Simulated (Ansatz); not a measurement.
# CH2N+ (SMILES C#[NH+]): one structure at several levels

The task here is to estimate one member of a computed series from the others.

Method: single points in def2-TZVPP; program: Ansatz 0.2.0, Gaussian basis.

Cores are frozen in the correlated methods.

### Starting geometry

SMILES `C#[NH+]`, 4 atoms, charge 1, spin multiplicity 1.

Atoms are counted from 1 here; the program's logs count them from 0.

Bond lengths: C1–N2 1.203 Å, C1–H3 1.110 Å, N2–H4 1.073 Å. Angles: N2–C1–H3 177.3°, C1–N2–H4 177.5°.

As a file:

```xyz
4

C    -0.37920   -0.30810    0.32160
N     0.40710    0.31670   -0.33990
H    -1.13800   -0.88460    0.89160
H     1.13810    0.87150   -0.89500
```

The first run:

The input, run/in.yaml:

```yaml
crystal:
  periodic: [false, false, false]
  atoms:
    - {symbol: C, position_ang: [-0.379200, -0.308100, 0.321600]}
    - {symbol: N, position_ang: [0.407100, 0.316700, -0.339900]}
    - {symbol: H, position_ang: [-1.138000, -0.884600, 0.891600]}
    - {symbol: H, position_ang: [1.138100, 0.871500, -0.895000]}
basis:
  gaussian: {orbitals: def2-TZVPP}
total_charge: 1
correlation: {method: ccsd_t}
output: {forces: true}
```

No record of the launch command was kept for these runs.

Steps of the session up to this table: CCSD(T)/def2-TZVPP; PBE0-D4/def2-TZVPP; wB97M-V/def2-TZVPP; r2SCAN-D4/def2-TZVPP; PBE-D4/def2-TZVPP; LC-wPBE/def2-TZVPP; revPBE-D4/def2-TZVPP.

One of the session's tables, all rows but one given; the rest of the session is left out.

```
   method  RMS force component (eV/Å)  angle to CCSD(T) forces (°)
  CCSD(T)                       2.217                    reference
  PBE0-D4                       2.895                          4.5
  wB97M-V                       2.906                          4.7
r2SCAN-D4                           ?                            ?
   PBE-D4                       2.339                          4.1
  LC-wPBE                       3.117                          5.7
revPBE-D4                       2.227                          3.2
```

Estimate the missing values for r2SCAN-D4.

**Answer.** RMS force component (eV/Å): 2.707; angle to CCSD(T) forces (°): 3.7. In the column «RMS force component (eV/Å)» it lies between PBE-D4 (2.339) and PBE0-D4 (2.895).
